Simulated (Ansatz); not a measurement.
# CHBCl (quartet): from Hartree-Fock to the top rungs at a displaced geometry (v2), cc-pVDZ

One table from this session's results is given with a row withheld; the runs are named, their logs left out.

Method: cc-pVDZ, core rule «outside noble gas», up to 7 orbitals frozen; program: Ansatz 0.2.0, Gaussian basis.

The runs, in order: UHF; CCSD(T) on ROHF; CCSD(T) on UHF; BCCD(T) on ROHF; CISD; CCSDT(Q) on ROHF; CCSDT(Q) on UHF.

26 further runs of the same task are left out: 9 that didn't finish, 17 set aside as unsound or not needed.

### The system

The geometry is a PBE0/def2-TZVP stationary point (not a proven minimum) with its atoms shifted at random (size 0.100 Å).

4 atoms, charge 0, spin multiplicity 4.

Atoms are counted from 1 here; the program's logs count them from 0.

Bond lengths: B1–C2 1.483 Å, C2–Cl3 1.744 Å, C2–H4 1.013 Å. Angles: B1–C2–Cl3 121.8°, B1–C2–H4 124.7°, Cl3–C2–H4 110.2°.

As a file:

```xyz
4
CHBCl
B     0.0863   -0.4354    1.9240
C    -0.0786    0.4880    0.7759
Cl   -0.0020   -0.0748   -0.8726
H     0.0811    1.4877    0.8119
```

The first run:

Contents of in.yaml:

```yaml
crystal:
  periodic: [false, false, false]
  atoms:
    - {symbol: B, position_ang: [0.086270, -0.435449, 1.923994]}
    - {symbol: C, position_ang: [-0.078604, 0.487980, 0.775908]}
    - {symbol: Cl, position_ang: [-0.001984, -0.074826, -0.872644]}
    - {symbol: H, position_ang: [0.081125, 1.487668, 0.811917]}
basis:
  gaussian: {orbitals: cc-pVDZ}
magnetization: {spin_polarized: true, initial_magnetization: 3}
hamiltonian: {xc: hf}
output: {orbitals: {seedname: orbitals}}
```

Run with:

```bash
$ ansatz run in.yaml --threads 1 --pin off --events-out ev --progress --plain --max-ram 2393MiB
```

Steps of the session up to this table: UHF; CCSD(T) on ROHF; CCSD(T) on UHF; BCCD(T) on ROHF; CISD; CCSDT(Q) on ROHF; CCSDT(Q) on UHF.

One of the session's tables, all rows but one given; the rest of the session is left out.

It belongs to the step «Misses and costs». 

```
   method  from UCCSDT(Q) (meV)
     ROHF               +8946.5
      UHF               +8862.7
     RMP2               +1201.4
     UMP2               +1221.6
     CISD               +1095.5
    RCCSD                     ?
    UCCSD                +315.4
 RCCSD(T)                 +53.7
 UCCSD(T)                 +54.2
  BCCD(T)                 +50.7
   RCCSDT                 +21.7
   UCCSDT                 +21.2
RCCSDT(Q)                  +2.6
UCCSDT(Q)                     0
```

**Question.** Estimate the row for RCCSD.

As computed: from UCCSDT(Q) (meV): +317.1. In the column «from UCCSDT(Q) (meV)» it lies between UCCSD (+315.4) and CISD (+1095.5).

Limits of these values: Restricted and unrestricted rows rest on different reference determinants; where their highest levels disagree by more than a few hundredths of an eV, they describe different states and don't form one ladder.
